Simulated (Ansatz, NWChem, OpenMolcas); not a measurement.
**Errors in the dipole moment**

6 molecules of light elements (H to F); the dipole moment in D, computed less measured. Shapes, held fixed at every level: PBE0-D4/def2-TZVP. No vibrational averaging. Dipoles are compared by magnitude; molecules under 1 D, whose direction can flip, are left out. Programs: Ansatz 0.2.0, NWChem 7.3.0, OpenMolcas 26.06. A level may come from different programs for different species; with the same settings they agree closely. Measured values: NIST CCCBDB.

Levels: A = HF/def2-SVP; B = PBE/aug-cc-pVDZ; C = PBE0/aug-cc-pVDZ; D = B3LYP-D4/def2-TZVPP.

```
                    molecule  measured      A      B      C      D
        C2H2O (SMILES C=C=O)      1.42  +0.26  -0.05  +0.07  +0.03
     CH2F2 (difluoromethane)      1.97  +0.30  -0.19  -0.07  -0.10
C2H2F2 (vinylidene fluoride)      1.38  +0.08  -0.30  -0.14  -0.21
          CH5N (methylamine)      1.31  +0.13  -0.05  -0.01  -0.01
          C2H5F (SMILES CCF)      1.96  +0.20  -0.13  -0.04  -0.09
         C2H5N (SMILES C=NC)      1.53  +0.21  -0.12  -0.01  -0.06
```

Task: Sum up the errors.

Result: 
```
              level           kind  mean error  mean absolute error  worst case
        HF/def2-SVP   Hartree–Fock      +0.197                0.197       CH2F2
    PBE/aug-cc-pVDZ            GGA      -0.140                0.140      C2H2F2
   PBE0/aug-cc-pVDZ  global hybrid      -0.033                0.057      C2H2F2
B3LYP-D4/def2-TZVPP  global hybrid      -0.073                0.083      C2H2F2
```

On this set PBE0/aug-cc-pVDZ has the smallest mean absolute error and HF/def2-SVP the largest. HF/def2-SVP is too high in 6 of 6; PBE/aug-cc-pVDZ is too low in 6 of 6; PBE0/aug-cc-pVDZ is too low in 5 of 6; B3LYP-D4/def2-TZVPP is too low in 5 of 6. The levels differ in basis as well as in method. The smallest two are near a tie. The set is small.
